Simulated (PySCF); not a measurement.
# Mayer bond orders and bond lengths

Compound: H3O2P.
Numbering: `[O:1]=[PH2:2][OH:3]` (hydrogens: H4, H5 on P2; H6 on O3)

Cartesian coordinates in Å at the GFN2-xTB level; atoms count from 1:
```xyz
6
H3O2P angstrom
O     -0.445    1.213   -0.846
P     -0.400   -0.002   -0.042
O      1.098   -0.385    0.360
H     -1.050    0.046    1.179
H     -0.868   -1.156   -0.648
H      1.669    0.285   -0.024
```

Bond orders from the PBE0/pcSseg-1 density (PySCF). Isolated species at its GFN2-xTB geometry (one conformer only).

Q: How far do the computed orders between heavy atoms stray from the drawn ones?

A: The largest departure is 0.159, at O1–P2 (drawn double, 1.841).

Q: Set the Mayer orders of the bonds between heavy atoms beside their lengths.

A: 
```csv
bond,drawn as,length (Å),Mayer order
O1–P2,double,1.458,1.841
P2–O3,single,1.598,1.032
```

Bonds between the same two heavy elements. O–P: lowest P2–O3 (1.032, 1.598 Å), highest O1–P2 (1.841, 1.458 Å).

Q: And the bonds to hydrogen?

A: H–P: 0.87 (2 bonds); H–O: 0.93 (1 bond).

Q: Sum the orders of all bonds at each heavy atom with more than one neighbour and set the sums beside the valence in the SMILES.

A: P2 4.605 (drawn 5), O3 1.957 (drawn 2). Orders between atoms that aren't bonded are not in these sums.

For a closed shell the Mayer order of atoms A and B is Σ (PS)μν (PS)νμ over the basis functions μ on A and ν on B, with P the density and S the overlap matrix.
